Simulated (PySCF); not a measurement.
A search over the determinants of O₂⁺

Unrestricted PBE0; PySCF, no relativity, basis sets O def2-TZVPPD. Outer shells of the fragments: O+ 2s2 2p3; O 2s2 2p4.

Followed along the bond (rough minima from three points):

| 2Ms+1 | unpaired | ⟨S²⟩ at the start | R at minimum (Å) | Te (eV) |
| --- | --- | --- | --- | --- |
| 2 | π ↑ | 0.98 | 1.10 | 0.00 |
| 4 | π ↑↑↑ | 3.76 | 1.35 | 3.70 |

Solutions found at the starting distance of 1.300 Å, counted from the lowest of them; the search is not exhaustive and high or unbound solutions are not listed, so other states can lie among these:

```json
{"2Ms+1": "2", "unpaired": "π ↑", "term": "²Π", "E (eV)": "0.00", "⟨S²⟩": "0.98", "⟨Lz²⟩": "1.07"}
{"2Ms+1": "4", "unpaired": "π ↑↑↑", "term": "⁴Π", "E (eV)": "2.14", "⟨S²⟩": "3.76", "⟨Lz²⟩": "1.00"}
{"2Ms+1": "2", "unpaired": "π ↑↑↓", "term": "mixed", "E (eV)": "2.98", "⟨S²⟩": "1.76", "⟨Lz²⟩": "3.02"}
{"2Ms+1": "4", "unpaired": "σ ↑, π ↑↑", "term": "⁴Σ⁻", "E (eV)": "4.26", "⟨S²⟩": "3.76", "⟨Lz²⟩": "0.00"}
{"2Ms+1": "2", "unpaired": "σ ↓, π ↑↑", "term": "mixed", "E (eV)": "5.34", "⟨S²⟩": "1.77", "⟨Lz²⟩": "0.00"}
{"2Ms+1": "2", "unpaired": "π ↑", "term": "mixed", "E (eV)": "5.67", "⟨S²⟩": "0.75", "⟨Lz²⟩": "3.00"}
```

A term symbol is given only where ⟨S²⟩ and ⟨Lz²⟩ are close to those of a pure state; real π, δ and φ orbitals otherwise mix terms, and g/u labels are left off.

Task: Compare the gap between the two lowest followed solutions at the starting distance with the gap between their minima.

Result: At PBE0 the second solution (quartet, unpaired electrons π ↑↑↑) lies +2.14 eV from the first (doublet, unpaired electrons π ↑) at 1.300 Å and +3.70 eV at the minima; the two curves relax by different amounts, since their minima lie near 1.35 and 1.10 Å.

Counting both spins, an empty level lies below a filled one in some of these solutions, because spin and occupation are held.
